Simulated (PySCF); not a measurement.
PF₄ (charge +1).
Cartesian coordinates in Å at the PBE0-D3(BJ)/def2-SVP level; atoms count from 1:
```
atom  x, y, z in Å
F1    -1.1598    0.0109   -0.8903
P2     0.0719   -0.0172   -0.0195
F3     1.2617   -0.4555   -0.8372
F4     0.3260    1.3629    0.5349
F5    -0.1414   -0.9888    1.1147
```

The calculation used core-valence-separated Tamm–Dancoff BHandHLYP/aug-pcX-1 (def2-SVPD on P) in PySCF, non-relativistic, gas phase, PBE0-D3(BJ)/def2-SVP geometry. No empirical shift is added; at this level the pattern usually sits a few eV under experiment.

The lowest roots of each edge with f over 0.003 (five at most, numbered afresh; weaker and dark ones are left out), with transition dipoles (au) in the frame of the coordinates:

| root | edge | E (eV) | μx | μy | μz |
| --- | --- | --- | --- | --- | --- |
| 1 | F | 685.75 | 0.0071 | 0.0450 | 0.0206 |
| 2 | F | 685.75 | -0.0509 | 0.0061 | 0.0085 |
| 3 | F | 685.75 | -0.0076 | 0.0173 | -0.0456 |
| 4 | F | 685.75 | 0.0065 | 0.0195 | -0.0101 |
| 5 | F | 689.08 | -0.0035 | -0.0134 | 0.0234 |

Question: What are the oscillator strengths?

Answer: f = (2/3) ΔE |μ|², with ΔE in hartree (27.2114 eV):

```
root  ΔE (Eh)  |μ|² (au)      f  core hole on
   1  25.2007   0.002500  0.042   F1/F3/F4/F5
   2  25.2008   0.002700  0.045   F1/F3/F4/F5
   3  25.2008   0.002436  0.041   F1/F3/F4/F5
   4  25.2010   0.000525  0.009   F1/F3/F4/F5
   5  25.3233   0.000739  0.013   F1/F3/F4/F5
```

Question: Molecules are fixed in this frame and the field points along (0, 1, 1)/√2. What effective strengths 3 f cos²θ do the roots have (θ between field and μ)?

Answer: root 1 (F1/F3/F4/F5): 0.108, root 2 (F1/F3/F4/F5): 0.005, root 3 (F1/F3/F4/F5): 0.020, root 4 (F1/F3/F4/F5): 0.002, root 5 (F1/F3/F4/F5): 0.003. Root 1 is the strongest. Averaged over all orientations cos²θ is 1/3, which gives f back. For degenerate partners only the sum has meaning, as the program may mix them freely.

